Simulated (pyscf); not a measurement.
PySCF, gas phase, ωB97X-D3(BJ)/def2-SVP geometries.

**Question.** H₃C–AlH₂ (SMILES [CH3][AlH2]) + HO–SiH₃ (SMILES O[SiH3]) → H₃C–SiH₃ (SMILES C[SiH3]) + HO–AlH₂ (SMILES [OH][AlH2])
Surface: singlet. Broken: Al–C, O–Si. Formed: C–Si, Al–O. Give ΔE‡ and ΔE from B3LYP-D3(BJ)/def2-TZVP, relative to the separated reactants.

**Answer.** ΔE‡ = 4.5 kcal/mol, ΔE = -14.1 kcal/mol. ωB97M-D3(BJ)/def2-TZVP gives 2.5 kcal/mol and -13.8 kcal/mol. Zero-point energy shifts the barrier by +3.2 kcal/mol. It is a four-centre exchange, with an imaginary mode of 311i cm⁻¹. On the reactant side the descent ends in an adduct with a Al–O contact (not fully relaxed), 21.6 kcal/mol under the separated species and 20.8 kcal/mol under the saddle at ωB97X-D3(BJ)/def2-TZVP. What is counted as formed (Al–O) is already present as a longer contact in the reactant adduct; forming that adduct is a step of its own. At ωB97X-D3(BJ)/def2-TZVP the barrier from the zero used here is -0.8 kcal/mol. The same reactants have a lower exit, to H₃C–AlH–OH + SiH₄ (barrier -10.4 kcal/mol at ωB97M-D3(BJ)/def2-TZVP, against +2.5 kcal/mol here). This is the saddle that the search found; another between the same sides may lie lower.
